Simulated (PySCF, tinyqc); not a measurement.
Worked calculation: G0W0 on RHF in the sto-6g basis, for HF, spin multiplicity 1. The lowest restricted solution is unstable here: a spin-polarised one lies 0.0015 hartree lower (PySCF). One step of it, computed by the program tinyqc.

Problem. G0W0 on Hartree-Fock: LUMO. W(p,q,m) = sqrt2 sum_ia (pq|ia) (X+Y)_ia,m; Sigma_c(x) = sum_(i,m) W^2/(x - e_i + w_m) + sum_(a,m) W^2/(x - e_a - w_m); solve x = e_p + Sigma_c(x) by Newton steps; Z = 1/(1 - dSigma/dx); 1 hartree = 27.211386 eV.

orbital energies (hartree): MO1 -26.263041, MO2 -1.429431, MO3 -0.493852, MO4 -0.472045, MO5 -0.472045, MO6 0.354664

Two-electron integrals over orbitals (pq|rs), unique and non-zero (hartree):
```
p,q,r,s,(pq|rs)
1,1,1,1,5.382411
2,1,1,1,-0.534436
2,1,2,1,0.085531
2,2,1,1,1.252400
2,2,2,1,-0.024156
2,2,2,2,0.876426
3,1,1,1,0.103317
3,1,2,1,-0.016054
3,1,2,2,0.006730
3,1,3,1,0.018180
3,2,1,1,-0.121949
3,2,2,1,0.005437
3,2,2,2,-0.045043
3,2,3,1,0.020597
3,2,3,2,0.135712
3,3,1,1,0.895028
3,3,2,1,-0.008185
3,3,2,2,0.696668
3,3,3,1,-0.002383
3,3,3,2,-0.015663
3,3,3,3,0.680389
4,1,4,1,0.030353
4,2,4,1,0.040040
4,2,4,2,0.189610
4,3,4,1,-0.006989
4,3,4,2,-0.027750
4,3,4,3,0.035718
4,4,1,1,1.265987
4,4,2,1,-0.014201
4,4,2,2,0.897445
4,4,3,1,0.002636
4,4,3,2,-0.065507
4,4,3,3,0.682558
4,4,4,4,0.998085
5,1,5,1,0.030353
5,2,5,1,0.040040
5,2,5,2,0.189610
5,3,5,1,-0.006989
5,3,5,2,-0.027750
5,3,5,3,0.035718
5,4,5,4,0.053789
5,5,1,1,1.265987
5,5,2,1,-0.014201
5,5,2,2,0.897445
5,5,3,1,0.002636
5,5,3,2,-0.065507
5,5,3,3,0.682558
5,5,4,4,0.890506
5,5,5,5,0.998085
6,1,1,1,0.111261
6,1,2,1,-0.018584
6,1,2,2,0.002955
6,1,3,1,-0.012403
6,1,3,2,-0.023298
6,1,3,3,0.005781
6,1,4,4,0.002865
6,1,5,5,0.002865
6,1,6,1,0.020699
6,2,1,1,-0.160481
6,2,2,1,0.004514
6,2,2,2,-0.087071
6,2,3,1,-0.019999
6,2,3,2,-0.076318
6,2,3,3,-0.023532
6,2,4,4,-0.085681
6,2,5,5,-0.085681
6,2,6,1,0.018690
6,2,6,2,0.091037
6,3,1,1,-0.419628
6,3,2,1,0.006530
6,3,2,2,-0.236593
6,3,3,1,0.001575
6,3,3,2,0.079699
6,3,3,3,-0.095595
6,3,4,4,-0.244794
6,3,5,5,-0.244794
6,3,6,1,-0.004453
6,3,6,2,0.037148
6,3,6,3,0.230227
6,4,4,1,-0.007007
6,4,4,2,-0.028496
6,4,4,3,-0.022191
6,4,6,4,0.028784
6,5,5,1,-0.007007
6,5,5,2,-0.028496
6,5,5,3,-0.022191
6,5,6,5,0.028784
6,6,1,1,0.838713
6,6,2,1,-0.008538
6,6,2,2,0.639477
6,6,3,1,0.010219
6,6,3,2,0.046934
6,6,3,3,0.649394
6,6,4,4,0.622672
6,6,5,5,0.622672
6,6,6,1,-0.007272
6,6,6,2,-0.054137
6,6,6,3,-0.023181
6,6,6,6,0.677500
```

excitation energies w (hartree): 0.882400  0.882400  1.219473  1.961264  26.659079

X + Y:
```
,1,2,3,4,5
1>6,0.000000,0.000000,0.000820,-0.002643,0.999223
2>6,0.000000,0.000000,-0.094039,0.950877,0.000189
3>6,0.000000,0.000000,0.831625,0.051139,-0.000021
4>6,0.055962,0.966310,0.000000,0.000000,0.000000
5>6,0.966310,-0.055962,0.000000,0.000000,0.000000
```

Give: The 12 largest terms at x = e_p; Newton steps; quasiparticle energy of the LUMO; Hartree-Fock value.

Solution.

The 12 largest terms at x = e_p (hartree; W for the signs of X + Y given):
```
q,m,W,term
3,3,0.2658,0.0342
2,4,0.1250,0.0042
6,4,-0.0744,-0.0028
3,4,0.0666,0.0016
4,2,0.0393,0.0009
5,1,0.0393,0.0009
2,3,0.0316,3.33e-04
6,3,-0.0201,-3.30e-04
2,5,0.0264,2.46e-05
1,4,0.0247,2.14e-05
1,5,0.0293,1.61e-05
6,5,-0.0103,-3.97e-06
```

Newton steps (hartree):
```
step,x,Sigma_c(x),Z
0,0.3547,0.0390,0.9793
1,0.3928,0.0382,0.9799
2,0.3928,0.0382,0.9799
```

quasiparticle energy of the LUMO = 10.6899 eV

Hartree-Fock value = 9.6509 eV
